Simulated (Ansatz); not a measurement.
# CH3Li: the cost of one run

Method: UKS PBE/6-31G*, in Ansatz 0.2.0.

## Step 1: Starting point

Bond lengths: Li1–C2 2.065 Å, C2–H3 1.106 Å, C2–H4 1.114 Å, C2–H5 1.109 Å. Angles: Li1–C2–H3 109.0°, Li1–C2–H4 105.3°, Li1–C2–H5 110.7°, H3–C2–H4 110.7°, H3–C2–H5 107.4°, H4–C2–H5 113.7°.

Structure file:

```xyz
5

Li    1.4507    0.8744   -0.7826
C    -0.1539   -0.1026    0.0757
H    -0.0965   -1.1782   -0.1760
H    -0.0393    0.0507    1.1729
H    -1.1111    0.2821   -0.3314
```

## Step 2: Preparing the start

input.yaml reads:

```yaml
crystal:
  periodic: [false, false, false]
  atoms:
    - { symbol: Li, position_ang: [1.4507, 0.8744, -0.7826] }
    - { symbol: C, position_ang: [-0.1539, -0.1026, 0.0757] }
    - { symbol: H, position_ang: [-0.0965, -1.1782, -0.176] }
    - { symbol: H, position_ang: [-0.0393, 0.0507, 1.1729] }
    - { symbol: H, position_ang: [-1.1111, 0.2821, -0.3314] }
magnetization:
  spin_polarized: true
basis:
  gaussian: { orbitals: "6-31G*" }
hamiltonian:
  xc: pbe
relax:
  f_tol: 0.02
  max_steps: 40
output:
  orbitals: {}
```

The run is started by

```
ansatz run input.yaml --threads 1 --pin off --max-ram 2048MiB --backend cpu --events-out ev --progress --plain --runs-dir out
```

Q: Estimate wall time and peak memory on 1 thread of Arm Neoverse V2, shared host.

About 5.2 s, with a peak of 0.11 GiB.
